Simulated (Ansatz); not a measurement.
**How far each method lies from UCCSDT(Q) for As, quartet**

A free As atom.

Basis def2-TZVPD; Ansatz 0.2.0. Only valence electrons are correlated (noble-gas cores and the filled d shells of p-block atoms frozen), which leaves 5 electrons in 40 orbitals. R marks a restricted (for open shells ROHF) determinant, U an unrestricted one. Active spaces: valence = (5e, 4o) chosen from the atoms' valence shells. No spin–orbit coupling is included, and no scalar relativity.

Full CI isn't at hand for all of this; UCCSDT(Q) serves as the reference, and is uncertain by about the last step of the cluster series. The frozen core follows each run's orbitals, which can shift R against U totals by a few meV for light atoms and by up to 0.1 eV past Ca.

The UHF ⟨S²⟩ is 3.751. The T1 diagnostic (RCCSD) is 0.0042 and the largest doubles amplitude (RCCSD) is 0.044. The T1 diagnostic (UCCSD) is 0.0035.

Question: From what is known of these methods and the diagnostics, rank them by the size of their error in total energy against UCCSDT(Q) in def2-TZVPD, smallest first (an estimate: the text doesn't fix the numbers).
A. UCCSD
B. UCCSD(T)
C. UMP2
D. UCCSDT
E. UHF

Answer: D (0.2 kJ/mol), B (1.7 kJ/mol), A (9.3 kJ/mol), C (46.5 kJ/mol), E (235.0 kJ/mol).

All errors are against UCCSDT(Q) in def2-TZVPD. Within each family the higher level lies nearer, as is usual though not guaranteed.

Natural occupations of CASSCF (valence space) about the gap: 2.000 1.000 1.000 1.000; effectively unpaired electrons, Σ n²(2−n)², 3.00.
